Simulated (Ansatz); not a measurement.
Relaxation of CH2NaO (5 atoms, charge -1, multiplicity 1), to a largest force component of 0.015 eV/Å in at most 40 steps.

Computed with RKS B3LYP-D4/6-31G* in Ansatz 0.2.0.

```xyz
5
Properties=species:S:1:pos:R:3
O 0.045 -0.572 0.975
C 0.578 0.257 -0.189
Na 2.657 -1.016 -0.984
H 0.096 -1.492 0.706
H 1.001 1.214 0.350
```

**Question.** Where does it end, and by what steps?

**Answer.** It converged. Limits of this set-up: an anion without diffuse functions, the dipole of an ion depends on the origin. After 11 steps the energy has fallen by 0.433 eV; Na3 moved furthest, 0.41 Å.

| step | energy less start (eV) | largest force component (eV/Å) | accepted |
| --- | --- | --- | --- |
| 0 | 0.0000 | 2.145 | yes |
| 1 | -0.1354 | 2.849 | yes |
| 2 | -0.3043 | 1.781 | yes |
| 3 | -0.3695 | 1.173 | yes |
| 4 | -0.3962 | 0.241 | yes |
| 5 | -0.4024 | 0.170 | yes |
| 6 | -0.4045 | 0.088 | yes |
| 7 | -0.4106 | 0.122 | yes |
| 8 | -0.4293 | 0.147 | yes |
| 9 | -0.3809 | 0.296 | no |
| 10 | -0.4306 | 0.091 | yes |
| 11 | -0.4329 | 0.011 | yes |

```xyz
5
Properties=species:S:1:pos:R:3
O 0.125 -0.512 1.050
C 0.522 0.140 -0.092
Na 3.008 -0.955 -1.186
H -0.201 -1.377 0.752
H 0.924 1.096 0.334
```

Time of the run: 14 s on 1 CPU thread of a shared host.
